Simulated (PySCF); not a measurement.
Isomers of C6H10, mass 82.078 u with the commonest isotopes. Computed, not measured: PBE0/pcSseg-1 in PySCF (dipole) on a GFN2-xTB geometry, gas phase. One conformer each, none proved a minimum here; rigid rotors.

Problem. Order these by rotational constant A, smallest first.
A. `[CH2:1]=[CH:2][C@@H:3]1[CH2:4][C@H:5]1[CH3:6]` with C1–C2–C3–C4 -146°
B. `C#CC(C)(C)C`
C. `[CH:1]1=[CH:2][CH2:3][CH2:4][CH2:5][CH2:6]1` with C1–C2–C3–C4 16°, C2–C3–C4–C5 -47°, C3–C4–C5–C6 64°, C4–C5–C6–C1 -47° (cyclohexene)
D. `[CH3:1][C:2]1=[CH:3][CH2:4][CH2:5][CH2:6]1` with C2–C3–C4–C5 13°, C3–C4–C5–C6 -19°, C4–C5–C6–C2 20°, C1–C2–C6–C5 169°

Solution. B (4567 MHz), C (4807 MHz), D (7045 MHz), A (8370 MHz).

Problem. Order these by out-of-plane moment Σ m c² = (Ia + Ib − Ic)/2, smallest first.
A. `[CH:1]1=[CH:2][CH2:3][CH2:4][CH2:5][CH2:6]1` with C1–C2–C3–C4 16°, C2–C3–C4–C5 -47°, C3–C4–C5–C6 64°, C4–C5–C6–C1 -47° (cyclohexene)
B. `C#CC(C)(C)C`
C. `[CH3:1][C:2]1=[CH:3][CH2:4][CH2:5][CH2:6]1` with C2–C3–C4–C5 13°, C3–C4–C5–C6 -19°, C4–C5–C6–C2 20°, C1–C2–C6–C5 169°
D. `[CH2:1]=[CH:2][C@@H:3]1[CH2:4][C@H:5]1[CH3:6]` with C1–C2–C3–C4 -146°

Solution. C (7.04 u·Å²), A (10.38 u·Å²), D (16.07 u·Å²), B (55.32 u·Å²).

Problem. Order these by radius of gyration √(Σ m r²/M), largest first.
A. `C#CC(C)(C)C`
B. `[CH:1]1=[CH:2][CH2:3][CH2:4][CH2:5][CH2:6]1` with C1–C2–C3–C4 16°, C2–C3–C4–C5 -47°, C3–C4–C5–C6 64°, C4–C5–C6–C1 -47°
C. `[CH2:1]=[CH:2][C@@H:3]1[CH2:4][C@H:5]1[CH3:6]` with C1–C2–C3–C4 -146°
D. `[CH3:1][C:2]1=[CH:3][CH2:4][CH2:5][CH2:6]1` with C2–C3–C4–C5 13°, C3–C4–C5–C6 -19°, C4–C5–C6–C2 20°, C1–C2–C6–C5 169° (1-methylcyclopentene)

Solution. C (1.885 Å), A (1.711 Å), D (1.671 Å), B (1.577 Å).

| SMILES | point group | Ia (u·Å²) | Ib (u·Å²) | Ic (u·Å²) | κ | μa (D) | μb (D) | μc (D) |
| --- | --- | --- | --- | --- | --- | --- | --- | --- |
| C#CC(C)(C)C | C3v | 110.66 | 185.02 | 185.04 | -1.00 | 0.71 | 0.00 | 0.00 |
| CC1=CCCC1 | – | 71.74 | 164.38 | 222.04 | -0.67 | 0.16 | 0.20 | 0.05 |
| C1=CCCCC1 | C2 | 105.12 | 109.50 | 193.86 | 0.83 | 0.00 | 0.31 | 0.00 |
| C=C[C@@H]1C[C@H]1C | C1 | 60.38 | 247.42 | 275.67 | -0.94 | 0.67 | 0.02 | 0.07 |
